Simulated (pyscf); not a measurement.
Optimised with ωB97X-D3(BJ)/def2-SVP in PySCF.

### Question
Estimate the classical barrier height and the reaction energy of Cl–SnH₂–SnH₃ + hydrogen (H₂) -> H₃Sn–SnH₃ + hydrogen chloride (HCl) at ωB97M-D3(BJ)/def2-TZVP. The step runs on the singlet surface, breaks Cl–Sn, H–H and forms H–Sn, Cl–H; take the separated reactants as zero.

### Answer
ΔE‡ = 197.1 kJ/mol, ΔE = +68.7 kJ/mol. Zero-point energy shifts the barrier by +5.1 kJ/mol. It is a four-centre exchange, with an imaginary mode of 1181i cm⁻¹. This is the saddle that the search found; another between the same sides may lie lower. Elements past Kr carry the def2 core potentials, without spin-orbit coupling.
